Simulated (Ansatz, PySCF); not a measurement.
Process, species as SMILES: S (H2S) + H+ → [SH3+]
Structures are relaxed separately at B3LYP-D3(BJ)/def2-TZVP in Ansatz (a quantum-chemistry and plane-wave program).

Wanted: proton affinity (enthalpy at 298 K, with B3LYP-D3(BJ) rigid-rotor harmonic-oscillator terms from PySCF), positive where the reaction releases energy, in kcal/mol. Correlated levels leave the core frozen unless marked. Spin-orbit coupling is left out. No relativistic terms. CBS marks a two-point X^-3 extrapolation of the correlation energy; Hartree-Fock from the larger set.

| level | program | proton affinity (kcal/mol) |
|---|---|---|
| HF/cc-pV(Q+d)Z | Ansatz | 171.5 |

Question: What does CCSD(T)/CBS(cc-pV(T+d)Z,cc-pV(Q+d)Z) (Ansatz) give?

Answer: 168.8 kcal/mol
